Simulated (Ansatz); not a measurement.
α-phase B, treated with r²SCAN (Ansatz, an electronic-structure program, plane waves, PAW).

Run with plane-wave cutoff 560 eV, 8×8×8 k mesh, Fermi–Dirac smearing 0.01 eV, scalar-relativistic PAW data made under PBE.

Computed at the level's own relaxed cell.

Problem. Give the computed lattice parameter c, equilibrium volume per atom and smallest direct gap on the k points sampled.

Solution. 
* **lattice parameter c**: 12.514 Å
* **equilibrium volume per atom**: 7.22 Å³/atom
* **smallest direct gap on the k points sampled**: 2.04 eV

Note: the bulk modulus comes from volumes at which shape and atoms were relaxed.

Computed values are for the static lattice.

Computing time: around 11 core-minutes (rough).
